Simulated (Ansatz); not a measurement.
# AlBH2+ (doublet): the correlation ladder, cc-pVTZ

One table from this session's results is given with a row withheld; the runs are named, their logs left out.

The runs use Ansatz 0.2.0, Gaussian basis; cc-pVTZ, core rule «outside noble gas», up to 6 orbitals frozen.

To be run: UHF; CCSD(T) on ROHF; CCSD(T) on UHF; BCCD(T) on ROHF; CCSDT(Q) on ROHF; CCSDT(Q) on UHF.

10 further runs of the same task are left out: 4 for a known fault of the program, 6 set aside as unsound or not needed. Runs told in other sessions of the task aren't counted.

**What is computed**

The geometry is a PBE0/def2-TZVP stationary point (not a proven minimum) of the parent state, kept for this charge and spin.

4 atoms, charge 1, spin multiplicity 2.

Atoms are counted from 1 here; the program's logs count them from 0.

Bond lengths: B1–Al2 1.909 Å, B1–H3 1.183 Å, Al2–H4 1.571 Å. Angles: Al2–B1–H3 180.0°, B1–Al2–H4 180.0°.

The first run:

in.yaml reads:

```yaml
crystal:
  periodic: [false, false, false]
  atoms:
    - {symbol: B, position_ang: [0.000000, 0.000000, 1.051329]}
    - {symbol: Al, position_ang: [0.000000, 0.000000, -0.857484]}
    - {symbol: H, position_ang: [0.000000, 0.000000, 2.234417]}
    - {symbol: H, position_ang: [0.000000, 0.000000, -2.428262]}
basis:
  gaussian: {orbitals: cc-pVTZ}
total_charge: 1
magnetization: {spin_polarized: true, initial_magnetization: 1}
hamiltonian: {xc: hf}
output: {orbitals: {seedname: orbitals}}
```

Command:

```sh
> ansatz run in.yaml --threads 1 --pin off --events-out ev --progress --plain --max-ram 2816MiB --backend cpu
```

Steps of the session up to this table: UHF; CCSD(T) on ROHF; CCSD(T) on UHF; BCCD(T) on ROHF; CCSDT(Q) on ROHF; CCSDT(Q) on UHF.

One table of the session follows, with a row left open; its other results are not shown here.

It belongs to the step «Misses and costs». 

| method | from UCCSDT(Q) (meV) |
| --- | --- |
| ROHF | +4247.3 |
| UHF | +4164.9 |
| RMP2 | +914.7 |
| UMP2 | ? |
| RCCSD | +132.3 |
| UCCSD | +129.9 |
| RCCSD(T) | +28.0 |
| UCCSD(T) | +28.0 |
| BCCD(T) | +27.9 |
| RCCSDT | +3.8 |
| UCCSDT | +3.4 |
| RCCSDT(Q) | +0.5 |
| UCCSDT(Q) | 0 |

Q: Estimate the row for UMP2 from the others.

As computed: from UCCSDT(Q) (meV): +923.6. In the column «from UCCSDT(Q) (meV)» it lies between RMP2 (+914.7) and UHF (+4164.9).

Caveats from the session: Restricted and unrestricted rows rest on different reference determinants; a gap between their highest levels can come from leftover correlation error, from unlike frozen cores or from another state.
